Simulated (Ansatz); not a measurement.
Geometry optimisation, RKS PBE-D4/STO-3G in Ansatz 0.2.0.

Input:

```yaml
crystal:
  periodic: [false, false, false]
  atoms:
    - { symbol: "N", position_ang: [-0.7321, 0.6728, -0.055] }
    - { symbol: C, position_ang: [0.5495, 0.1646, 0.0506] }
    - { symbol: S, position_ang: [0.5086, -1.2433, 1.1524] }
    - { symbol: H, position_ang: [-0.6942, 1.4999, -0.7341] }
    - { symbol: H, position_ang: [-1.4002, 0.0046, -0.47] }
    - { symbol: H, position_ang: [1.2376, 0.9403, 0.4426] }
    - { symbol: H, position_ang: [0.9465, -0.1495, -0.9246] }
    - { symbol: H, position_ang: [-0.3234, -1.9464, 0.4823] }
basis:
  gaussian: { orbitals: STO-3G }
hamiltonian:
  xc: pbe
  dispersion: d4
relax:
  f_tol: 0.015
  max_steps: 40
```

Command:

```bash
$ ansatz run input.yaml --threads 1 --pin off --max-ram 2048MiB --backend cpu --events-out ev --progress --plain --runs-dir out
```

Question: Where does it end, and by what steps?

Answer: The run converged. Limits of this set-up: minimal basis. After 6 steps the energy has fallen by 0.717 eV; H8 moved furthest, 0.17 Å.

```
step  energy less start (eV)  largest force component (eV/Å)  accepted
   0                  0.0000                           4.438       yes
   1                 -0.5915                           1.514       yes
   2                 -0.6813                           0.667       yes
   3                 -0.7046                           0.448       yes
   4                 -0.7165                           0.079       yes
   5                 -0.7169                           0.036       yes
   6                 -0.7170                           0.010       yes
```

```xyz
8
Properties=species:S:1:pos:R:3
N -0.846 0.796 -0.015
C 0.536 0.126 0.061
S 0.572 -1.252 1.262
H -0.696 1.566 -0.749
H -1.428 0.097 -0.588
H 1.244 0.897 0.433
H 0.911 -0.218 -0.937
H -0.201 -2.070 0.477
```

The run took 9.4 s on 1 CPU thread of a shared host.
